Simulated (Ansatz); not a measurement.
## Worked example: the enthalpy of formation of C2HO (ethynyloxy radical)

The species is C2HO (4 atoms), meant as a doublet with charge 0. As SMILES, `C#C[O]`. The shape is that of a PBE0-D4/def2-TZVP optimisation.

Total energies at UHF/cc-pVDZ-DK (sfX2C) (Ansatz 0.2.0); the atoms run unrestricted:

| species | state | energy (Eh) |
| --- | --- | --- |
| C2HO | doublet | -151.178825 |
| C | triplet | -37.701475 |
| O | triplet | -74.844173 |
| H | doublet | -0.499285 |

Harmonic wavenumbers at UPBE0-D4/def2-TZVP, in cm⁻¹: 453, 510, 574, 1280, 2123, 3365.

Measured heats of formation of the gaseous atoms at 298.15 K, in kJ/mol: C 716.9, O 249.2, H 218.0. Spin-orbit lowering of the atoms at 298 K (mean of the ground term's levels less their thermal mean, from spectra), in kJ/mol: C 0.02, O 0.40. Take 1 Eh = 2625.50 kJ/mol, 1 cm⁻¹ = 0.0119627 kJ/mol, RT = 2.479 kJ/mol.

Work out the heat of formation of the gas at 298 K.


1. Electronic atomisation energy: 2 × (-37.701475) + (-74.844173) + (-0.499285) − (-151.178825) = 0.432417 Eh = 1135.3 kJ/mol.
2. Zero-point energy: half the sum of the wavenumbers, 4152.5 cm⁻¹ = 49.7 kJ/mol.
3. Thermal vibrational enthalpy, Σ hcν̃/(exp(hcν̃/kT) − 1): 1.7 kJ/mol. Translation, rotation and pV of a non-linear molecule: 4 RT = 9.9 kJ/mol.
4. The 4 free atoms carry 5/2 RT each: 24.8 kJ/mol.
5. Spin-orbit coupling lowers the free atoms by 2 × 0.02 + 0.40 = 0.4 kJ/mol.
6. Atomisation enthalpy at 298 K: 1135.3 − 0.4 − 49.7 − 1.7 − 9.9 + 24.8 = 1098.4 kJ/mol.
7. Sum of the atoms' heats of formation: 1901.0 kJ/mol. Heat of formation: 1901.0 − 1098.4 = +802.6 kJ/mol.

The tabulated value is +178.0 kJ/mol (Active Thermochemical Tables), so this level is off by +624.6 kJ/mol, or 36.3 % of the atomisation enthalpy. Hartree–Fock leaves out correlation, which is larger in the molecule than in the atoms, so it underbinds and puts the heat of formation too high. Anharmonicity and any spin-orbit splitting of the molecule are left out.
